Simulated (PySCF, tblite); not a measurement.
## Complex of methanol and acetylene

A gas-phase complex of methanol and acetylene; neutral, singlet. The structure comes from a short search (6 tight-binding starts) and was relaxed by PBE0-D3(BJ)/def2-TZVPD; another way of binding may lie lower. No frequency run checks that it is a minimum.

```tsv
part	name	SMILES	atoms	charge	multiplicity
1	methanol	CO	1–6	0	1
2	acetylene	C#C	7–10	0	1
```

Coordinates in Å:
```
C1     -0.084    0.305    0.123
O2      1.226   -0.205   -0.033
H3     -0.845   -0.434   -0.148
H4     -0.270    0.655    1.144
H5     -0.177    1.157   -0.552
H6      1.340   -0.955    0.554
C7      3.295    3.574    0.725
C8      2.877    2.481    0.464
H9      3.673    4.540    0.962
H10     2.492    1.507    0.232
```

Contacts between parts, classed by geometry: H10···O2 2.146 Å (C–H hydrogen bond, 164°).

Interaction energies are complex less parts, with the parts frozen as they stand in it; counterpoise-corrected, in kcal/mol (PySCF). The CCSD(T) estimate is Hartree-Fock/aug-cc-pVQZ, plus the MP2 correlation part extrapolated as X⁻³ from aug-cc-pVTZ and aug-cc-pVQZ, plus CCSD(T) less MP2 in aug-cc-pVDZ; noble-gas cores are frozen. It isn't the exact limit.

| level | interaction | superposition error removed |
| --- | --- | --- |
| Hartree-Fock/aug-cc-pVQZ | -1.79 | - |
| wB97M-D3(BJ)/def2-TZVPD | -3.27 | -0.07 |
| PBE0-D3(BJ)/def2-TZVPD | -3.46 | -0.06 |
| MP2/aug-cc-pVQZ | -3.24 | -0.22 |

Q: What does CCSD(T) at its estimated basis limit give, and which of these levels comes nearest?

A: -3.20 kcal/mol. wB97M-D3(BJ)/def2-TZVPD and MP2/aug-cc-pVQZ come equally near, within the error of the estimate; the errors are Hartree-Fock/aug-cc-pVQZ +1.42, wB97M-D3(BJ)/def2-TZVPD -0.07, PBE0-D3(BJ)/def2-TZVPD -0.26, MP2/aug-cc-pVQZ -0.04.

Q: What holds them together? Decompose the wB97M-D3(BJ)/def2-TZVPD energy: frozen parts, their antisymmetrised product, then relaxation.

A: electrostatic -5.1, Pauli repulsion +4.5, orbital relaxation -1.8, dispersion correction -1.0 kcal/mol, which sum to the value before the counterpoise correction; the Pauli term holds the exchange-correlation of the frozen density too. Of the attraction, 65 % is electrostatic, 23 % is orbital relaxation, 12 % is dispersion correction.

The parts were also relaxed and run alone, at the levels used for the complex: shieldings by PBE0/pcSseg-2; core levels by delta-SCF with SCAN, pcX-2 on the ionised atom and pcseg-1 elsewhere, spin-free X2C.

Values alone: C8–H10 bond (Å): 1.065; shielding of H10 (ppm): 30.26; shielding of O2 (ppm): 329.4; shielding of C8 (ppm): 108.7; O2 1s core level (eV): 538.99; C7 1s core level (eV): 291.20.

Q: How do these values change when the complex forms?

A: 
| property | alone | in the complex | change |
| --- | --- | --- | --- |
| C8–H10 bond (Å) | 1.065 | 1.072 | +0.007 |
| shielding of H10 (ppm) | 30.26 | 28.33 | -1.93 |
| shielding of O2 (ppm) | 329.4 | 325.0 | -4.4 |
| shielding of C8 (ppm) | 108.7 | 104.0 | -4.7 |
| O2 1s core level (eV) | 538.99 | 539.26 | +0.27 |
| C7 1s core level (eV) | 291.20 | 290.63 | -0.56 |

The core-hole state of C7 is spin-contaminated (⟨S²⟩ 0.85 against 0.75 for a pure doublet), so that value and differences from it are less sure.

The 5 runs behind this took 6.2 min in all, one thread each of Intel Xeon 6975P-C on a shared host, launched as `OMP_NUM_THREADS=1 python cluster_run.py task.json out`.
